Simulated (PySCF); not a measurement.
Species: disilane, Si₂H₆.
Cartesian coordinates in Å at the GFN2-xTB level; atoms count from 1:
```
atom  x, y, z in Å
Si1   -1.1449    0.1169   -0.0210
Si2    1.1485   -0.1132    0.0142
H3    -1.7852   -0.7864   -0.9814
H4    -1.5694    1.4719   -0.3840
H5    -1.7570   -0.1664    1.2802
H6     1.5659   -1.4717    0.3742
H7     1.7895    0.7851    0.9796
H8     1.7616    0.1732   -1.2864
```

Theory: PySCF, TDDFT PBE0/def2-SVPD, vertical, gas phase, core orbitals frozen in the response.

Ground-to-excited transition dipoles (e·a0, same axes as the geometry; the sign carries no meaning), for the states with f of 0.002 or more among the lowest 4:

```
state  E (eV)      μx      μy      μz
   S1   7.661  -0.006  -0.032   0.332
   S2   7.664   0.041   0.330   0.031
   S4   8.098  -1.238   0.127  -0.020
```

Problem. What oscillator strength does each state have?

Solution. f = (2/3) ΔE |μ|² with ΔE in hartree (27.2114 eV).

```csv
state,|μ|² (au),|μ| (D),f
S1,0.111,0.85,0.021
S2,0.112,0.85,0.021
S4,1.550,3.16,0.308
```

Problem. The point group is D3d. Which irreducible representation does each state belong to?

Solution. Polarised along the main axis, so A2u: S4. Polarised across the main axis, so Eu: S1 and S2.

Problem. How is the summed strength of these states shared among x, y and z?

Solution. (2/3) Σ ΔE μα² gives 0.305 for x, 0.024 for y and 0.021 for z, 0.349 in all.

Problem. What peak molar absorption coefficient would the strongest computed level give as a lone Gaussian band 0.5 eV wide at half height?

Solution. ε(max) = 2.175×10⁸ f / FWHM, with the width in cm⁻¹. S4: 2.175×10⁸ × 0.3076 / 4033 ≈ 17000 L mol⁻¹ cm⁻¹.

S1/S2 coincide within about 0.01 eV; within a degenerate level the directions of the single components are arbitrary.

Without π bonds the low states may be Rydberg-like; a valence basis with one diffuse set may place them up to an eV too high.
